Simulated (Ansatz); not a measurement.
Two structures, one formula

Two relaxed structures of C$_{2}$H$_{4}$B (charge -1), singlet (PBE0-D4/def2-TZVPD; forces vanish, vibrations not checked).

A:

```tsv
atom	x (Å)	y (Å)	z (Å)
C1	-1.0678	-1.2935	-0.1955
B2	-0.2099	-0.1649	-0.0340
C3	0.6478	0.9637	0.1276
H4	-2.1391	-1.2050	-0.3739
H5	1.1563	1.4480	-0.7056
H6	0.8541	1.4198	1.0955
H7	-0.7113	-2.3223	-0.1517
```

B:

C1  (-0.397, -0.271, -0.072)
B2  (-1.478, -1.007, -0.266)
C3  (0.797, 0.543, 0.144)
H4  (-2.448, -1.668, -0.441)
H5  (1.026, 1.214, -0.703)
H6  (0.723, 1.201, 1.028)
H7  (1.712, -0.056, 0.299)
(Å)

Computed with Ansatz 0.2.0 (basis: def2-TZVPPD); correlated methods freeze the cores. B3LYP uses VWN-RPA correlation.

Task: Which structure is lower at CCSD(T), and by how much? (An estimate is asked for; the value comes from the calculation.)

Result: By the calculation: A, by 0.863 eV (electronic energy, against the other). By their contacts, A is C₂H₄B ([CH2][B][CH2]), total charge -1 and B is C₂H₄B ([BH][C][CH3]), total charge -1.

All methods give the same order:

```json
{"method": "PBE-D4", "E(B) − E(A) (eV)": "0.906"}
{"method": "r2SCAN-D4", "E(B) − E(A) (eV)": "0.949"}
{"method": "PBE0-D4", "E(B) − E(A) (eV)": "0.943"}
{"method": "B3LYP-D4", "E(B) − E(A) (eV)": "0.958"}
{"method": "wB97M-V", "E(B) − E(A) (eV)": "0.974"}
{"method": "HF", "E(B) − E(A) (eV)": "1.062"}
{"method": "MP2", "E(B) − E(A) (eV)": "0.778"}
{"method": "CCSD", "E(B) − E(A) (eV)": "0.906"}
{"method": "CCSD(T)", "E(B) − E(A) (eV)": "0.863"}
```

T1 diagnostic: at most 0.014.

Labels in which every atom is bracketed show which atoms are joined, not bond orders.

For scale, one of the runs: CCSD(T)/def2-TZVPPD, 179 basis functions, launched by `ansatz run in.yaml --threads 2 --pin off --events-out ev --progress --plain --max-ram 4352MiB`. Time: 30 s of wall clock on 2 CPU threads of an Arm Neoverse V1; the host was shared. Peak host memory: 1.7 GiB.
